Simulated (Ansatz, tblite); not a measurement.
# CdCl2: charged states by level of theory

The task here is to estimate one member of a computed series from the others.

Program: Ansatz 0.2.0, Gaussian basis. Level of theory: as each input shows. These are calculated values, not measurements.

The runs, in order: charge +1 doublet, at the geometry of the singlet (PBE0-D4/def2-TZVP, PBE-D4/def2-TZVP, r2SCAN-D4/def2-TZVP, CCSD(T)/def2-TZVPP); charge +1 doublet, relaxed (PBE0-D4/def2-TZVP, PBE-D4/def2-TZVP); the starting singlet's energies come from earlier runs.

1 further run of the same task is left out (set aside as unsound or not needed).

### The relaxed structure

The singlet was relaxed beforehand with PBE0-D4/def2-TZVP.

3 atoms, charge 0, spin multiplicity 1.

Atoms are counted from 1 here; the program's logs count them from 0.

Bond lengths: Cd1–Cl2 2.264 Å, Cd1–Cl3 2.264 Å. Angles: Cl2–Cd1–Cl3 179.9°.

Cd takes a core potential in the def2 sets. No spin-orbit coupling is included.

The first run:

File in.yaml:

```yaml
crystal:
  periodic: [false, false, false]
  atoms:
    - {symbol: Cd, position_ang: [-0.000723, -0.000416, -0.000010]}
    - {symbol: Cl, position_ang: [-0.015989, -0.020293, 2.263945]}
    - {symbol: Cl, position_ang: [0.016712, 0.020709, -2.263935]}
basis:
  gaussian: {orbitals: def2-TZVP}
total_charge: 1
magnetization: {spin_polarized: true, initial_magnetization: 1}
hamiltonian: {xc: pbe0, dispersion: d4}
output: {orbitals: {seedname: orbitals}}
```

Command:

```console
$ ansatz run in.yaml --threads 4 --pin off --events-out ev --progress --plain --max-ram 3916MiB
```

Among the steps run: Charge +1 doublet at the fixed geometry, PBE0-D4/def2-TZVP; Charge +1 doublet at the fixed geometry, PBE-D4/def2-TZVP; Charge +1 doublet at the fixed geometry, r2SCAN-D4/def2-TZVP; Charge +1 doublet at the fixed geometry, CCSD(T)/def2-TZVPP.

One table of the session follows, with a row left open; its other results are not shown here.

It belongs to the step «Vertical ionisation energy». 

```
             method  vertical ionisation energy (eV)
      HF/def2-TZVPP                            10.43
   PBE-D4/def2-TZVP                            10.59
r2SCAN-D4/def2-TZVP                            10.80
  PBE0-D4/def2-TZVP                            11.03
     MP2/def2-TZVPP                                ?
    CCSD/def2-TZVPP                            11.37
 CCSD(T)/def2-TZVPP                            11.40
```

Q: Estimate the row for MP2/def2-TZVPP from the others.

**Answer.** vertical ionisation energy (eV): 11.62. In the column «vertical ionisation energy (eV)» it is the highest.
